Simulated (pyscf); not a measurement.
**Elimination: H₃Si–SeH -> H₂Si=Se + hydrogen (H₂)**

Gas phase, singlet surface, charge 0. Bonds broken: Se1–H3, Si2–H4. Bonds formed: H3–H4. PySCF, gas phase, ωB97X-D3(BJ)/def2-SVP geometries.

Transition state (Å):

```xyz
6

Se     0.6942    -1.1305     0.2096
Si    -0.9123     0.3110     0.2368
H     -1.0637    -1.0520    -0.7314
H     -1.8932    -0.5369    -0.8660
H     -1.9243     0.3877     1.3235
H     -0.8794     1.5864    -0.5269
```

One imaginary mode, 1280i cm⁻¹; descent along it reached the two sides named.

```
bond    change  reactant side (Å)  saddle  product side
------  ------  -----------------  ------  ------------
Se1–H3  breaks              1.465   1.995           3.9
Si2–H4  breaks              1.488   1.702           3.0
H3–H4    forms                2.8   0.986         0.761
```

Electronic energies relative to the reactant's lowest minimum found (kJ/mol):

```tsv
level	barrier	reaction energy	reverse barrier
ωB97X-D3(BJ)/def2-TZVP	220.0	+130.6	89.4
PBE/def2-TZVP	181.5	+110.4	71.1
r²SCAN/def2-TZVP	190.9	+117.0	73.8
B3LYP-D3(BJ)/def2-TZVP	205.6	+113.9	91.7
PBE0-D3(BJ)/def2-TZVP	197.2	+127.1	70.1
M06-2X/def2-TZVP	204.6	+113.9	90.8
ωB97M-D3(BJ)/def2-TZVP	213.3	+123.5	89.8
HF/def2-TZVP	261.4	+130.2	131.2
```

With ωB97M-D3(BJ)/def2-TZVP energies and thermal terms (ideal gas, 1 atm, RRHO with modes under 100 cm⁻¹ raised to 100, one conformer, R ln 2 for chiral ones without a mode under 150 cm⁻¹), in kJ/mol:

| T (K) | ΔH‡ | ΔG‡ | ΔH | ΔG |
|---|---|---|---|---|
| 298 | 206.1 | 209.8 | +112.6 | +81.6 |
| 600 | 203.4 | 214.7 | +114.3 | +49.3 |
| 900 | 201.4 | 220.9 | +113.3 | +16.9 |
| 1200 | 199.5 | 227.6 | +110.8 | -14.9 |

At the saddle there is also a short H–Si contact that neither side keeps. One saddle was located; it need not be the lowest between these sides. Elements up to Kr have no core potential and no relativistic terms here.
